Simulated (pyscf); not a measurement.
`[O]=[Cr](=[O])([OH])[F]` + `[OH2]` -> `[O]=[Cr](=[O])([OH])[OH]` + `[FH]` (four-centre exchange; singlet surface; Cr–F, H–O broken, Cr–O, F–H formed). Optimised with ωB97X-D3(BJ)/def2-SVP in PySCF. Energies in eV from the separated reactants.

```
level                   barrier  reaction energy
----------------------  -------  ---------------
ωB97X-D3(BJ)/def2-TZVP     0.51            +0.18
PBE/def2-TZVP              0.43            +0.21
r²SCAN/def2-TZVP           0.40            +0.21
M06-2X/def2-TZVP           0.42            +0.11
ωB97M-D3(BJ)/def2-TZVP     0.53            +0.18
HF/def2-TZVP               1.20            +0.20
```

The functionals in the table span 0.13 eV in this barrier, from r²SCAN to ωB97M-D3(BJ). On the product side the descent ends in a complex, 0.34 eV under the separated species and 0.68 eV under the saddle at ωB97X-D3(BJ)/def2-TZVP. One saddle was located; it need not be the lowest between these sides.
